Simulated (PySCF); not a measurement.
# One shape, several levels: C3H8 (propane)

We compute a comparison of 6 runs (HF/STO-3G, HF/3-21G, B3LYP/6-31G*, B2PLYP/def2-SVP, SVWN5/def2-SVP, r2SCAN/def2-SVP) of C3H8 (propane). 

The results are computed with PySCF 2.14.0.

1 further run of the same task is left out (set aside as unsound or not needed).

**1. The structure to begin with**

The species is C3H8 (11 atoms), meant as a singlet with charge 0. SMILES: `CCC`. The coordinates come from a PBE0-D4/def2-TZVP relaxation.

Bond lengths: C1–C2 1.519 Å, C2–C3 1.519 Å, C1–H4 1.094 Å, C1–H5 1.094 Å, C1–H6 1.093 Å, C2–H7 1.095 Å, C2–H8 1.095 Å, C3–H9 1.093 Å, C3–H10 1.094 Å, C3–H11 1.094 Å. Some angles: C1–C2–C3 112.7°, C1–C2–H7 109.5°, C1–C2–H8 109.5°, C3–C2–H7 109.5°, C3–C2–H8 109.5°, C2–C1–H4 111.1°, C2–C1–H5 111.1°, C2–C1–H6 111.7°, C2–C3–H9 111.7°, C2–C3–H10 111.0°.

**2. A single-point energy at HF/STO-3G (run 1)**

The input, input.xyz:

```xyz
11

C     -0.832500     0.724300    -0.658500
C     -0.124000     0.185100     0.572600
C      0.924300    -0.861400     0.234500
H     -1.340400    -0.077400    -1.202300
H     -0.122300     1.189000    -1.348600
H     -1.581700     1.475200    -0.396800
H      0.347000     1.012100     1.114700
H     -0.861000    -0.244700     1.259400
H      1.423000    -1.237800     1.130800
H      1.692700    -0.448800    -0.425700
H      0.475000    -1.715700    -0.280200
```

The input, run.py:

```python
from pyscf import gto

mol = gto.Mole()
mol.atom = 'input.xyz'
mol.basis = 'sto-3g'
mol.max_memory = 1860
mol.verbose = 3
mol.spin = 0
mol.build()

mf = mol.RHF()
mf.conv_tol = 1e-10
mf.kernel()
if not mf.converged:
    mf = mf.newton().run(mf.mo_coeff, mf.mo_occ)

e_tot = mf.e_tot
print('E = %.10f Eh' % e_tot)
```

Launch:

```
$ OMP_NUM_THREADS=1 python run.py
```

What it wrote:

```text
converged SCF energy = -116.885287830764
E = -116.8852878308 Eh
```

Wall time 1.1 s (1 thread of Intel Xeon at 2.70GHz, shared host); peak memory 0.12 GiB.

**3. The energy at HF/3-21G (run 2)**

The input, calc.py:

```python
from pyscf import gto, scf

molecule = gto.Mole()
molecule.atom = '''
C     -1.573197     1.368729    -1.244385
C     -0.234326     0.349788     1.082057
C      1.746674    -1.627810     0.443141
H     -2.532989    -0.146265    -2.272018
H     -0.231114     2.246884    -2.548485
H     -2.988980     2.787724    -0.749843
H      0.655735     1.912592     2.106478
H     -1.627054    -0.462416     2.379921
H      2.689080    -2.339103     2.136902
H      3.198739    -0.848109    -0.804456
H      0.897620    -3.242203    -0.529501
'''
molecule.unit = 'bohr'
molecule.basis = '3-21g'
molecule.verbose = 3
molecule.spin = 0
molecule.max_memory = 1860
molecule.build()

calc0 = scf.RHF(molecule)
calc0.conv_tol = 1e-10
calc0.kernel()
if not calc0.converged:
    calc0 = calc0.newton().run(calc0.mo_coeff, calc0.mo_occ)

e_final = calc0.e_tot
print('E = %.10f Eh' % e_final)
```

Launch:

```
$ OMP_NUM_THREADS=1 python calc.py
```

What it wrote:

```text
converged SCF energy = -117.612417340562
E = -117.6124173406 Eh
```

It took 0.77 s on 1 thread of Intel Xeon at 2.70GHz, shared host; peak memory 0.1 GiB.

Runs 3 to 5 aren't shown in full; the table further down has their settings and results.

**4. The energy at r2SCAN/def2-SVP (run 6)**

The input, run.py:

```python
from pyscf import gto, dft

mol = gto.Mole()
mol.atom = '''
C   -0.832500   0.724300  -0.658500
C   -0.124000   0.185100   0.572600
C    0.924300  -0.861400   0.234500
H   -1.340400  -0.077400  -1.202300
H   -0.122300   1.189000  -1.348600
H   -1.581700   1.475200  -0.396800
H    0.347000   1.012100   1.114700
H   -0.861000  -0.244700   1.259400
H    1.423000  -1.237800   1.130800
H    1.692700  -0.448800  -0.425700
H    0.475000  -1.715700  -0.280200
'''
mol.spin = 0
mol.basis = 'def2-svp'
mol.verbose = 3
mol.max_memory = 1860
mol.build()

calc0 = dft.RKS(mol, xc='r2scan')
calc0.grids.level = 5
calc0.conv_tol = 1e-10
calc0.kernel()
if not calc0.converged:
    calc0 = calc0.newton().run(calc0.mo_coeff, calc0.mo_occ)

e_final = calc0.e_tot
print(f'total energy: {e_final:.8f} hartree')
```

Launch:

```
$ OMP_NUM_THREADS=1 python run.py
```

What it wrote:

```text
converged SCF energy = -118.967693095913
total energy: -118.96769310 hartree
```

It took 34 s on 1 thread of Intel Xeon at 2.70GHz, shared host; peak memory 0.46 GiB.

**5. Overview of the runs**

```
run                               level  integration grid  frozen core orbitals  energy (Eh)  dipole moment (D)  HOMO energy (eV)  LUMO energy (eV)  wall time
  1                           HF/STO-3G                 –                     –  -116.885288               0.02            -11.80             16.78      1.1 s
  2                            HF/3-21G                 –                     –  -117.612417               0.04            -12.53              7.25     0.77 s
  3  B3LYP/6-31G* (spherical functions)                 5                     –  -119.141897               0.06             -8.81              2.63       12 s
  4                     B2PLYP/def2-SVP                 5                     3  -118.898205               0.06            -10.47              2.88       14 s
  5                      SVWN5/def2-SVP                 5                     –  -117.891998               0.06             -7.58              0.97       18 s
  6                     r2SCAN/def2-SVP                 5                     –  -118.967693               0.05             -7.96              1.87       34 s
```

**6. What came out**

| quantity | value |
| --- | --- |
| run 6: total energy | -118.96769 Eh |
| run 6: dipole moment | 0.05 D |
| run 6: HOMO energy | -7.96 eV |
| run 6: LUMO energy | 1.87 eV |
| run 6: HOMO–LUMO gap | 9.83 eV |

What this shows: The dipole moment (its size) runs from 0.02 D (HF/STO-3G) to 0.06 D (SVWN5/def2-SVP). The two ends differ in method and basis. The HOMO–LUMO gap runs from 8.55 eV (SVWN5/def2-SVP) to 28.58 eV (HF/STO-3G). Totals of different functionals can't be ranked against each other. In run 1 the basis is minimal, so the values are rough. All runs together took 79 s, the longest 34 s.
